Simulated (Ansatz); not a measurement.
Born–Oppenheimer molecular dynamics of C3H5 (8 atoms, charge 0, multiplicity 2). It starts at the highest image of a converged band. Of that band: Neighbouring images differ by up to 1.6 eV, so the band resolves the path poorly. A vibrational analysis at the climbing image gives one clearly imaginary mode, 2651i cm⁻¹: a first-order saddle point.

These are results of UKS PBE0-D4/STO-3G in Ansatz 0.2.0, not measurements.

```yaml
ensemble: NVE (velocity Verlet)
time_step: 0.5 fs
steps_asked: 200
starting_velocities_drawn_for: 300 K
seed: 9717
```

First frame:

```xyz
8
Properties=species:S:1:pos:R:3
C -0.869 -0.095 -0.029
C 0.295 0.825 0.096
C 0.526 -0.668 0.064
H -1.679 -0.195 -0.755
H 0.667 1.660 -0.502
H -0.649 0.693 0.996
H 0.867 -1.220 0.949
H 0.934 -1.057 -0.874
```

Question: How far do the bonds stretch over the last three quarters of this one trajectory? (Pairs bonded in most of those frames.)

Answer: 
| bond | mean (Å) | spread (Å) | shortest | longest |
| --- | --- | --- | --- | --- |
| C1–C2 | 1.514 | 0.071 | 1.34 | 1.68 |
| C1–C3 | 1.536 | 0.032 | 1.46 | 1.59 |
| C1–H4 | 1.118 | 0.053 | 1.00 | 1.24 |
| C1–H6 | 1.133 | 0.095 | 0.98 | 1.32 |
| C2–C3 | 1.519 | 0.072 | 1.39 | 1.65 |
| C2–H5 | 1.109 | 0.028 | 1.06 | 1.16 |
| C3–H7 | 1.106 | 0.023 | 1.05 | 1.15 |
| C3–H8 | 1.105 | 0.023 | 1.06 | 1.15 |

Mean temperature of the second half: 2141 K. The conserved energy stayed within 1.2 meV per atom of its start (net change -0.51 meV per atom), so the integration is sound. The system heated up, since it started high on the potential surface and ran downhill. A run of 0.1 ps of so small a system gives no equilibrium averages. Limits of this set-up: minimal basis.

Time of the run: 6.3 min on 1 thread of Arm Neoverse N1, with other jobs on the host, peak memory 0.17 GiB.
